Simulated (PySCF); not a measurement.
C4H7N.
Geometry (GFN2-xTB, Å), atoms numbered from 1 in this order:
```xyz
12
C4H7N angstrom
N      1.6661   -0.3116   -0.5081
C      0.3937   -0.5655    0.1171
C     -0.8007   -0.6061   -0.8058
C     -1.4466    0.3666   -0.1722
C     -0.3642    0.6034    0.8433
H      1.6013    0.4877   -1.1298
H      2.3768   -0.1179    0.1891
H      0.4969   -1.4558    0.7450
H     -1.0101   -1.2227   -1.6597
H     -2.4072    0.8334   -0.2963
H     -0.6363    0.4166    1.8816
H      0.1315    1.5713    0.7698
```

ESP-fitted charges (e) from the PBE0/pcSseg-1 density (PySCF), one withheld:

```tsv
atom	bonded to	charge
N1	C2 H6 H7	?
C2	N1 C3 C5 H8	+0.5447
C3	C2 C4 H9	-0.4989
C4	C3 C5 H10	+0.0119
C5	C4 C2 H11 H12	-0.3452
H6	N1	+0.3840
H7	N1	+0.3341
H8	C2	+0.0210
H9	C3	+0.2249
H10	C4	+0.1082
H11	C5	+0.0881
H12	C5	+0.0997
```

Problem. What is the charge on N1?

Solution. The charges add up to the total charge, 0. The others sum to +0.9725, which leaves -0.9725 e for N1 (primary amine nitrogen); the computed value is -0.9726, the difference coming from rounding.

Problem. Add each hydrogen's charge to the atom that carries it.

Solution. N1 -0.2545, C2 +0.5657, C3 -0.2740, C4 +0.1201, C5 -0.1574.

Problem. Across which bond do the charges differ most?

Solution. C2–N1: +0.5447 on C2 against -0.9726 on N1, a difference of 1.5173 e. The lower charge is on the more electronegative element of the two (Pauling values: N 3.04, C 2.55).

Problem. Take the bonds between elements whose Pauling electronegativities differ by more than 0.25. In how many does the more electronegative atom carry the lower charge?

Solution. In 7 of 8; it doesn't in C2–H8.

Problem. How much positive and how much negative charge does this set hold in all?

Solution. +1.8166 e on 9 atoms and -1.8167 e on 3.

The ESP scheme fits charges at the nuclei, held to the total charge, to the electrostatic potential on points at 1.4 to 2.0 times the van der Waals radii. Geometry: GFN2-xTB, one conformer, isolated molecule.
